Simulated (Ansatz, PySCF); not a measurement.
CN, SMILES [C]#N (connectivity only; charge and spin as stated), charge -1, multiplicity 1.

The structure is a stationary point at B3LYP-D3(BJ)/def2-TZVPD.

Two levels are set side by side: PBE/def2-TZVPD (Ansatz, a first-principles code) and EOM-CCSD/aug-cc-pVDZ (PySCF). PBE by ΔSCF, the other level by its IP root; same geometry, the bases differ. Differences are taken from unrounded values.

```
quantity                         EOM-CCSD   PBE  PBE minus EOM-CCSD
-------------------------------  --------  ----  ------------------
vertical ionisation energy (eV)      3.82  3.71               -0.11
```
